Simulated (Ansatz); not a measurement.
## Ti₃Sn: a prediction, then the measurements

All numbers below come from DFT r2SCAN, scalar-relativistic, plane waves, PAW in Ansatz.

Settings: cutoff 500 eV, Γ-centred mesh 6×6×8 on the computed 8-atom cell, Gaussian smearing of 0.10 eV; no spin polarisation.

Relaxed structure, symmetry kept:

```cif
data_structure
_symmetry_space_group_name_H-M 'P 1'
_symmetry_Int_Tables_number 1
_cell_length_a 5.8904
_cell_length_b 5.8904
_cell_length_c 4.7479
_cell_angle_alpha 90.000
_cell_angle_beta 90.000
_cell_angle_gamma 120.000
_cell_volume 142.67
loop_
_atom_site_label
_atom_site_type_symbol
_atom_site_fract_x
_atom_site_fract_y
_atom_site_fract_z
_atom_site_occupancy
Ti1 Ti 0.16461 0.32922 0.75000 1
Ti2 Ti 0.67078 0.83539 0.75000 1
Ti3 Ti 0.16461 0.83539 0.75000 1
Ti4 Ti 0.83539 0.67078 0.25000 1
Ti5 Ti 0.32922 0.16461 0.25000 1
Ti6 Ti 0.83539 0.16461 0.25000 1
Sn1 Sn 0.66667 0.33333 0.75000 1
Sn2 Sn 0.33333 0.66667 0.25000 1
```

```
Space group                                                       : P6_3/mmc (No. 194)
Volume per atom                                                   : 17.83 Å³
Formation energy from the elements' standard states (uncorrected) : -0.329 eV/atom
Generalised Kohn–Sham band gap                                    : none (metal)
Density of states at the Fermi level                              : 8.46 states/eV per cell
Löwdin character within 0.5 eV of the Fermi level                 : Ti 3d 91 %
Bulk modulus                                                      : 124 GPa
Its pressure derivative                                           : 4.1
Bader charges (e)                                                 : Ti (6 in the cell) 0.58, Sn (2 in the cell) -1.73
```

**What was measured.**

From “A New Reversible Phase Transformation of Intermetallic Ti3Sn”, 2019, pmc:6695773, for a bulk crystal of Ti3Sn: lattice constant a 5.916 ± 0.004 Å; lattice constant c 4.764 ± 0.004 Å.

Measured lattice constant a of Ti3Sn: 5.916 Å (quoted in the paper above). This calculation gives 5.890 Å (-0.4 %). Against the measured lattice constant c of Ti3Sn, 4.764 Å (quoted in the paper above), the calculated 4.748 Å is off by -0.3 %. The calculation is for 0 K without zero-point motion.

Cost: 6 runs of about 14 core-minutes in all, on Arm Neoverse V2 (shared hosts).